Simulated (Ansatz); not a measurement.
A calculation with Ansatz (development build ahead of 0.2.0).

```yaml
crystal:
  periodic: [false, false, false]
  atoms:
    - { symbol: Si, position_ang: [0.0, 0.0, -1.08194] }
    - { symbol: P, position_ang: [0.0, 0.0, 1.08194] }
basis:
  gaussian: { orbitals: def2-SVP }
total_charge: -1
hamiltonian:
  xc: hf
correlation:
  method: mp2
  frozen_orbitals: { P: 5, Si: 5 }
```

The input is written out in the form of the current development build from the run's settings.

Results

```yaml
Converged: yes
Reference_energy: -629.43245 hartree
Correlation_energy: -0.21276 hartree
Total_energy: -629.64522 hartree
Spin_squared_of_the_determinant: 0.000
Stability_test: minimum among restricted orbitals
Occupied_orbitals_by_symmetry_in_an_Abelian_subgroup_alpha;_beta: 9 A1 3 B1 3 B2; 9 A1 3 B1 3 B2
```

Messages of the program:
```
mean field -17127.72961381 eV, -629.4324537156 hartree, gradient 8.8e-6 eV, S^2 0.000000; 0 other ends of a descent, 0 dependent functions left out; unlike orbitals of the two spins would lower it
```

Caution: no diffuse functions for an anion; an unrestricted determinant lies well below.
